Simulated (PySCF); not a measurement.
## MgS: energy against distance

Set-up: PySCF, no relativity, basis sets Mg 6-311G(d,p), S 6-311G(d,p). Energies in eV from Mg + S in their ground configurations at the same level. All curves are PBE0. state 1: ¹Σ⁺ (singlet), closed shell; state 2: ³Π (triplet), unpaired electrons σ ↑, π ↑, a second solution, started from another occupation; state 3: Ms = 0 determinant of mixed spin (⟨S²⟩ near 1.0), unpaired electrons σ ↓, π ↑, a second solution, started from another occupation; state 4: ³Σ⁺ (triplet), unpaired electrons σ ↑↑, a second solution, started from another occupation.

```csv
R (Å),state 1,state 2,state 3,state 4
1.855,-1.085,0.169,0.215,0.9519
1.941,-1.636,-0.665,-0.620,0.2870
2.028,-1.937,-1.225,-1.180,-0.1474
2.092,-2.042,-1.508,-1.463,-0.3592
2.157,-2.068,-1.701,-1.654,-0.4959
2.222,-2.035,-1.822,-1.773,-0.5735
2.308,-1.921,-1.897,-1.845,-0.6071
2.416,-1.708,-1.892,-1.834,-0.5683
2.545,-1.396,-1.791,-1.724,-0.4455
2.718,-0.952,-1.571,-1.486,-0.2114
```

Q: Put a parabola through the three lowest points of the state 1 curve and estimate Re, k and ωe (reduced mass 13.7 u; 1 eV/Å² = 0.16022 mdyn/Å; ωe = 1302.8·√(k/μ) cm⁻¹).

A: Through R = 2.092, 2.157, 2.222 Å the second-order coefficient is 6.98 eV/Å², so Re ≈ 2.153 Å, k ≈ 2.24 mdyn/Å and ωe ≈ 526 cm⁻¹. A polynomial fit of higher order to the unrounded PBE0 energies gives Re = 2.150 Å, k = 2.36 mdyn/Å, ωe = 540 cm⁻¹; anharmonicity and rounding make the difference.

The higher-order fit for each curve: state 1: Re = 2.150 Å, ωe = 540 cm⁻¹, De = 2.07 eV; state 2: Re = 2.354 Å, ωe = 400 cm⁻¹, minimum 1.91 eV below the ground-state fragments; state 3: Re = 2.348 Å, ωe = 409 cm⁻¹, minimum 1.85 eV below the ground-state fragments; state 4: Re = 2.309 Å, ωe = 394 cm⁻¹, minimum 0.61 eV below the ground-state fragments.
